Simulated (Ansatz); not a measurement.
## FePt (P4/mmm)

The calculation used DFT r2SCAN, scalar-relativistic, plane waves, PAW in Ansatz 0.2.0.

Settings: cutoff 500 eV, Γ-centred mesh 16×16×12 on the computed 2-atom cell, Gaussian smearing of 0.10 eV; collinear spin from starting moments 3.61 0.44 μB.

The structure is relaxed at this level of theory with its symmetry kept. Whether it is the stable form of this composition wasn't checked.

```
CELL_PARAMETERS angstrom
2.73159 0.00000 0.00000
0.00000 2.73159 0.00000
0.00000 0.00000 3.72724
ATOMIC_POSITIONS crystal
Fe 0.00000 0.00000 0.00000
Pt 0.50000 0.50000 0.50000
```

```
Space group                                                       : P4/mmm (No. 123)
Volume per atom                                                   : 13.91 Å³
Formation energy from the elements' standard states (uncorrected) : -0.338 eV/atom
Generalised Kohn–Sham band gap                                    : none (metal)
Density of states at the Fermi level                              : 1.28 states/eV per cell
Löwdin character within 0.5 eV of the Fermi level                 : Fe 3d 64 %, Pt 5d 19 %, unprojected 7 %
Bulk modulus                                                      : 214 GPa
Its pressure derivative                                           : 4.8
Bader charges (e)                                                 : Fe (1 in the cell) 0.77, Pt (1 in the cell) -0.77
Total moment                                                      : 3.55 μB per cell
Site moments (μB; atoms counted from 1 over the whole cell)       : Fe (atom 1) 3.28, Pt (atom 2) 0.40
```

The state reached may not be the lowest one. Spin-orbit coupling is left out, which matters for the bands of heavy elements.

Only this magnetic start was tried.

Cost: 6 runs of about 19 core-minutes in all, on Intel Xeon Platinum 8259CL (Skylake/Cascade Lake) (shared hosts).